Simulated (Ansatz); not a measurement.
Computed with Ansatz on PBE0-D4/def2-TZVP structures; ΔE is electronic, products minus reactants. CCSD(T)/CBS adds triple-zeta CCSD(T) − MP2 to the extrapolated MP2 energy (def2 sets, frozen cores). This one scheme is used for every species, atoms too. Functionals use def2-TZVPP. B3LYP here is the variant with VWN-RPA as its local correlation; programs differ in this. No spin–orbit coupling; open shells (•) take unrestricted orbitals. Spin–orbit coupling would lower the free atoms: a little for C, O, S. One conformer a species, not always the lowest.

`CSC(O)O` → 2 C• + 6 H• + 2 O• + S•  (atomization)

Question: What is ΔE at CCSD(T)/CBS? (Best estimate.)

Answer: Ansatz gave: +4078.4 kJ/mol.

Question: What do these levels give: r2SCAN-D4, B3LYP-D4, ωB97M-V, B2PLYP, r2SCAN, PBE0, B3LYP, HF/def2-TZVPP, MP2/def2-TZVPP, MP2/def2-QZVPP, SCS-MP2/def2-QZVPP, HF/CBS(def2)? (An estimate is asked.)

Answer: The calculation gave: r2SCAN-D4 4084.0, B3LYP-D4 4056.3, ωB97M-V 4091.3, B2PLYP 4015.8, r2SCAN 4078.9, PBE0 4063.6, B3LYP 4022.9, HF/def2-TZVPP 2804.7, MP2/def2-TZVPP 4044.6, MP2/def2-QZVPP 4115.3, SCS-MP2/def2-QZVPP 4087.6, HF/CBS(def2) 2810.2 kJ/mol.

Largest T1 diagnostic among the species: 0.011.

In def2-TZVPP, CCSD(T) changes the Hartree–Fock value by +1153.3 kJ/mol (the triples alone add +72.6 kJ/mol) and MP2 by +1239.9 kJ/mol; breaking electron pairs costs correlation energy, which Hartree–Fock lacks. The D4 term adds +33.3 kJ/mol with B3LYP and +17.3 kJ/mol with PBE0; it sums over pairs of atoms, weighted by their polarisabilities, and B3LYP, whose exchange is more repulsive, gets the larger term.

For atomizations the MP2-based limit and the directly extrapolated one differ by several kJ/mol either way, and by 10 to 25 for some Ge, Se and Sn compounds, so smaller differences from it don't rank the levels.
